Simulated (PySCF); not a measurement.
# Ionisation of water

System: water, `O` (H2O). Numbering: `[OH2:1]`

Computed at PBE0-D3(BJ)/ma-def2-TZVP // PBE0-D3(BJ)/def2-SVP with PySCF (density fitting, grid level 2). Thermal corrections: PBE0-D3(BJ)/def2-SVP frequencies, unscaled, ideal gas at 298.15 K and 1 bar, quasi-RRHO entropy.

Frontier levels of the parent: HOMO -9.05 eV, LUMO 0.30 eV.

Oxidation to the radical cation:
- Vertical ionisation energy (electronic): 12.57 eV
- Adiabatic ionisation energy (with zero-point energy): 12.38 eV
- Adiabatic, electronic part: 12.46 eV
- Vertical gap at the product's structure: 12.34 eV
- Inner reorganisation energy (four-point): 231 meV
- Relaxation of product / of parent: 110 / 121 meV
- ⟨S²⟩ of the product: 0.753
- Largest spin populations: O1 1.05
- Largest changes of atomic charge: O1 0.74, H (on O1) 0.13, H (on O1) 0.13
- Distances that move most (Å): O1–H 0.963 → 1.007; O1–H 0.963 → 1.007

Against the Active Thermochemical Tables (version 1.112): ionisation energy to the radical cation 12.62 (computed 12.38, error -0.24) eV.

Measured values (NIST Chemistry WebBook, evaluated or the median of agreeing entries): adiabatic ionisation energy 12.62 eV (computed 12.38, difference -0.24).

Hardware: 1 thread of Arm Neoverse V1, shared with other jobs. Command: `OMP_NUM_THREADS=1 python redox_run.py task.json out`. Structures, frequencies and single points: 6.4 s.
